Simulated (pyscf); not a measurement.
Structures and frequencies: ωB97X-D3(BJ)/def2-SVP in PySCF.

Task: Estimate the classical barrier height and the reaction energy of HO–BH–AsH₂ (SMILES OB[AsH2]) + H₂ (SMILES [H][H]) -> H₂B–AsH₂ (SMILES B[AsH2]) + H₂O (SMILES O) at r²SCAN/def2-TZVP. The step runs on the singlet surface, breaks B–O, H–H and forms B–H, H–O; take the separated reactants as zero.

Result: ΔE‡ = 157.8 kJ/mol, ΔE = +124.6 kJ/mol. ωB97M-D3(BJ)/def2-TZVP gives 168.6 kJ/mol and +120.5 kJ/mol. Zero-point energy shifts the barrier by +14.5 kJ/mol. It is a four-centre exchange, with an imaginary mode of 1387i cm⁻¹. On the product side the descent ends in an adduct with a B–O contact, 62.6 kJ/mol under the separated species and 113.3 kJ/mol under the saddle at ωB97X-D3(BJ)/def2-TZVP. What is counted as broken (B–O) persists as a longer contact in the product adduct; parting that adduct is a step of its own. At the saddle there is also a short B–H contact that neither side keeps. One saddle was located; it need not be the lowest between these sides. Elements up to Kr have no core potential and no relativistic terms here.
